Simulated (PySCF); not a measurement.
Zinc-blende GaAs, treated with PBE0 (PySCF, GTH pseudopotentials, Gaussian basis, DZ basis).

The same calculation (at the measured cell, 22.584 Å³/atom) with different numerical settings:

```csv
run,k mesh,gap on the mesh (eV),total energy (eV/atom)
1,2×2×2,2.416,-1093.1009
2,3×3×3,2.101,-1093.9231
3,4×4×4,1.942,-1094.0909
```

In the column total energy (eV/atom) the first row differs from the last by +0.9900 and the next to last by +0.1678.

The last row is no converged limit: other settings stay fixed.

Spin–orbit coupling is not included.
